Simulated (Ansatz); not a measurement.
Geometry optimisation, Ansatz 0.2.0, RKS B3LYP-D4/6-31G*.

input.yaml

```yaml
crystal:
  periodic: [false, false, false]
  atoms:
    - { symbol: Si, position_ang: [-0.509345, 0.052161, -0.412061] }
    - { symbol: H, position_ang: [0.045675, -0.067396, 2.206022] }
    - { symbol: H, position_ang: [0.78085, -0.120431, 0.314675] }
    - { symbol: H, position_ang: [-0.44336, 1.3664, -1.099949] }
    - { symbol: H, position_ang: [-0.600463, -1.051295, -1.403092] }
    - { symbol: "N", position_ang: [-2.030826, 0.013507, 0.51358] }
    - { symbol: H, position_ang: [-2.363826, -0.872858, 0.876591] }
    - { symbol: H, position_ang: [-2.258766, 0.772222, 1.141663] }
    - { symbol: H, position_ang: [-0.65264, -0.092309, 2.317871] }
basis:
  gaussian: { orbitals: "6-31G*" }
hamiltonian:
  xc: b3lyp
  dispersion: d4
relax:
  f_tol: 0.03
  max_steps: 50
output:
  orbitals: {}
```

Command:

```bash
$ ansatz run input.yaml --threads 1 --pin off --max-ram 2048MiB --backend cpu --events-out ev --progress --plain --runs-dir out
```

**Question.** Where does it end, and by what steps?

**Answer.** The run converged. The force dipped under the threshold on the way, but the program's further checks kept it going. After 14 steps the energy has fallen by 0.359 eV; H2 moved furthest, 1.28 Å.

```csv
step,energy less start (eV),largest force component (eV/Å),accepted
0,0.0000,1.546,yes
1,-0.1957,0.459,yes
2,-0.2790,0.387,yes
3,-0.3233,0.174,yes
4,-0.3418,0.087,yes
5,-0.3506,0.064,yes
6,-0.3468,0.520,no
7,-0.3522,0.027,yes
8,-0.3546,0.111,yes
9,-0.3564,0.013,yes
10,-0.3577,0.109,yes
11,-0.3581,0.040,yes
12,-0.3584,0.046,yes
13,-0.3586,0.046,yes
14,-0.3587,0.025,yes
```

```xyz
9
Properties=species:S:1:pos:R:3
Si -0.600 0.067 -0.737
H -0.151 -0.176 3.466
H 0.779 -0.065 -0.172
H -0.659 1.373 -1.446
H -0.785 -1.054 -1.697
N -1.917 0.024 0.392
H -2.155 -0.841 0.861
H -2.086 0.817 0.998
H -0.459 -0.145 2.790
```

Whether the end is a true minimum wasn't checked by a vibrational analysis.

Run time: 8.6 s on 1 thread of AMD EPYC 9R45 96-Core Processor (Zen 5), on a shared host, peak memory 0.12 GiB.
